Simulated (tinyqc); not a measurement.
Worked calculation: Pariser-Parr-Pople SCF with singles CI, for the molecule C=C(Cl)C=C[CH2+] (SMILES; centres numbered as the heavy atoms are written). One step of it, computed by the program tinyqc.

Task: Iteration 1: orbitals and new P. Diagonalise F (the basis is taken as orthonormal) and form P = 2 sum c c over the lowest orbitals.

F (eV), order 1C, 2C, 3Cl, 4C, 5C, 6C:
$$\begin{pmatrix}
-12.378679 & -4.659227 & -0.916833 & -0.647554 & 0.314760 & 0.363622 \\
-4.659227 & -14.973487 & -3.315179 & -4.045377 & 0.000000 & 0.314803 \\
-0.916833 & -3.315179 & -16.641345 & 1.423197 & 0.277397 & -0.880865 \\
-0.647554 & -4.045377 & 1.423197 & -12.295494 & -4.322020 & 0.258036 \\
0.314760 & 0.000000 & 0.277397 & -4.322020 & -10.733584 & -4.936161 \\
0.363622 & 0.314803 & -0.880865 & 0.258036 & -4.936161 & -9.760029
\end{pmatrix}$$

pi electrons, sum of z_r less the charge = 6

Give: orbital energies; P after iteration 1.

Result:

orbital energies (eV): [-21.660, -17.868, -15.464, -10.628, -7.385, -3.778]

P after iteration 1, order 1C, 2C, 3Cl, 4C, 5C, 6C:
$$\begin{pmatrix}
0.576 & 0.756 & 0.045 & 0.266 & -0.254 & -0.334 \\
0.756 & 1.131 & 0.312 & 0.529 & -0.023 & -0.184 \\
0.045 & 0.312 & 1.748 & -0.453 & 0.028 & 0.368 \\
0.266 & 0.529 & -0.453 & 0.861 & 0.613 & 0.223 \\
-0.254 & -0.023 & 0.028 & 0.613 & 1.017 & 0.748 \\
-0.334 & -0.184 & 0.368 & 0.223 & 0.748 & 0.667
\end{pmatrix}$$
